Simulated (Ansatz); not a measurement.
```yaml
crystal:
  periodic: [false, false, false]
  atoms:
    - {symbol: Si, position_ang: [0.021668, -0.014836, -1.095217]}
    - {symbol: C, position_ang: [-0.004702, 0.030158, 0.738209]}
    - {symbol: C, position_ang: [0.006296, -0.009443, 1.943858]}
    - {symbol: H, position_ang: [0.041221, 0.010301, 3.039225]}
    - {symbol: H, position_ang: [1.463348, -0.009139, -1.514525]}
    - {symbol: H, position_ang: [-0.745418, 1.195473, -1.560908]}
    - {symbol: H, position_ang: [-0.678709, -1.170185, -1.583744]}
basis:
  gaussian: {orbitals: aug-cc-pVDZ, final_grid: {core_spheres: 5, valence_spheres: 4, degree: 11}}
magnetization: {spin_polarized: true, initial_magnetization: 2}
hamiltonian: {xc: {name: r2SCAN0}, dispersion: d3bjatm, pseudopotentials: {relativity: scalar}}
scf: {omitted_lower_state_checks: [starts]}
```

```sh
$ ansatz run in.yaml --threads 4 --pin off --events-out ev --progress --plain --max-ram 3916MiB
```

Output, abridged:

```
Functional definition: r2SCAN0
1058 factors; their error is unknown
mean field evaluation 1: about -10010.8755 eV, gradient 3.9e1 eV
mean field evaluation 2: about -9956.3376 eV, gradient 9.1e1 eV
mean field evaluation 4: about -10022.1432 eV, gradient 7.9e0 eV
mean field evaluation 8: about -10022.7382 eV, gradient 1.9e-1 eV
mean field evaluation 16: about -10022.8062 eV, gradient 9.7e-3 eV
mean field evaluation 32: about -10022.8075 eV, gradient 3.5e-5 eV
mean field -10022.80748912 eV, -368.3313815224 hartree, gradient 1.0e-5 eV, S^2 2.011399; 0 other end points of the search recorded, 0 dependent functions left out
reference -10022.80752275 eV, -368.3313827582 hartree; 16, 14 occupied and 93, 95 virtual orbitals, 1058 factors
Total energy: -10022.84393923 eV, -368.3327210389 hartree
Relativity: scalar
Checks for a lower state left out: starts
```

Run time 1.7 s (4 threads of Intel Xeon 6975P-C on a shared host).
